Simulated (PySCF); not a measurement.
**O: ionisation energy**

O [He] 2s2 2p4 (3P) → O⁺ [He] 2s2 2p3 (4S), as a difference of total energies. All numbers are calculated (PySCF 2.14, the non-relativistic Hamiltonian (point nucleus), in def2-SVP (3s2p1d, 14 functions)). Correlated levels: valence: 1s2 frozen. The calculations carry no spin-orbit coupling.

```csv
method,ionisation energy (eV)
UHF,12.083
PBE0,13.775
M06-2X,13.631
MP2 (valence),12.963
SCS-MP2 (valence),12.985
CCSD (valence),12.972
CCSD(T) (valence),12.979
```

Question: How much does correlation contribute at CCSD(T) (valence)?

Answer: 12.979 − (12.083) = 0.896 eV, measured against UHF.

Errors of the correlated levels include the incompleteness of this basis and the frozen core.

For comparison: 13.608 eV (measured; NIST levels, between the centres of gravity of the two terms).
